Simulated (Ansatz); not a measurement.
Correlation methods on BN, triplet

Calculated in Ansatz's Gaussian-basis code; BCCD by scripts on PySCF. Settings: STO-3G; 2 core orbitals frozen; no relativity. Perturbation and coupled-cluster methods stand on the Hartree–Fock determinant that coupled cluster favours; RHF here means ROHF, with semicanonical perturbation theory. The state met can change along the bond. Small basis; these aren't basis-limit values. The unrestricted determinant is a mixture of spins, so it may stand for another state.

Correlation energy of CCSD(T), then each method's total less that of CCSD(T), in eV:

```tsv
case	E corr CCSD(T)	CCSD	BCCD	BCCD(T)	determinant
1.530 Å RHF	-3.926	+0.295	+0.390	+0.033	0.92 eV over the lowest such Hartree–Fock solution met
2.062 Å RHF	-2.878	+0.035	+0.051	+0.006	–
2.461 Å RHF	-4.413	+0.018	+0.017	+0.003	–
2.926 Å RHF	-6.382	+0.007	+0.007	-0.001	0.90 eV over the lowest such Hartree–Fock solution met
2.926 Å UHF	-1.150	+0.001	0.000	0.000	⟨S²⟩ = 2.976
```

(1) Give full CI less CCSD(T). Is CCSD(T) good to 1 kcal/mol?

Results:

(1) 1.530 Å RHF: -0.057 eV (outside); 2.062 Å RHF: -0.031 eV (within); 2.461 Å RHF: -0.003 eV (within); 2.926 Å RHF: +0.005 eV (within); 2.926 Å UHF: -0.001 eV (within, spin-contaminated determinant).

Several Brueckner solutions were met.
